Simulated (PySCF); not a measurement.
Geometries of 2 isomers of BH5OSi, from PBE0-D3(BJ)/def2-SVP geometry optimisation, gas phase (PySCF). One conformer each, no zero-point energy, no frequencies.

Question: Which isomer lies lower at this level?
A.
```xyz
8
angstrom
B      1.718   -0.107   -0.025
O      0.501   -0.404    0.468
Si    -1.053    0.085    0.047
H      1.827    0.654   -0.969
H      2.685   -0.615    0.499
H     -1.651    0.768    1.226
H     -1.837   -1.135   -0.288
H     -0.997    1.011   -1.122
```
B.
```xyz
8
angstrom
B      1.387   -0.322   -0.044
Si    -0.422    0.550   -0.016
O     -1.669   -0.380   -0.636
H      1.548   -1.513   -0.185
H      2.378    0.349    0.139
H     -0.442    1.815   -0.808
H     -0.665    0.916    1.427
H     -1.707   -1.290   -0.329
```

Answer: A. That is `BO[SiH3]`, 41.8 kcal/mol below the other.

```csv
SMILES,atoms numbered as above,E (Eh),relative (kcal/mol),relative (kJ/mol),dipole (D)
BO[SiH3],[BH2:1][O:2][SiH3:3],-392.21164,0.0,0.0,1.35
B[SiH2]O,[BH2:1][SiH2:2][OH:3],-392.14501,41.8,174.9,1.56
```

As drawn, the lower has a B–O bond, which the higher lacks; the higher has an O–H bond, which the lower lacks.
